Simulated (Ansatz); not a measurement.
Solid iodine was calculated with PBEsol+SOC (Ansatz, a quantum-chemistry and plane-wave program, plane waves, PAW).

Settings: plane-wave cutoff 520 eV, 8×8×4 k mesh (along the axes of the cell as run), Fermi–Dirac smearing 0.01 eV, PAW data made under PBE.

Cell (relaxed at this level):

```xyz
4
Lattice="2.1851 -3.7379 0.0000 2.1851 3.7379 0.0000 0.0000 0.0000 9.7123" Properties=species:S:1:pos:R:3 pbc="T T T"
I      3.6066     0.0000     8.5173
I      2.9486     0.0000     3.6611
I      1.4216     0.0000     6.0512
I      0.7635     0.0000     1.1950
```

Question: Predict the bulk modulus, band gap, smallest direct gap on the k points sampled and Γ–Γ gap.

Answer: 
* **bulk modulus**: 8.68 GPa
* **band gap**: 0.59 eV (indirect)
* **smallest direct gap on the k points sampled**: 0.80 eV
* **Γ–Γ gap**: 0.92 eV

Note: the cell comes from a level without a dispersion term, which matters for the spacing of layers, chains or molecules; the bulk modulus comes from volumes at which shape and atoms were relaxed.
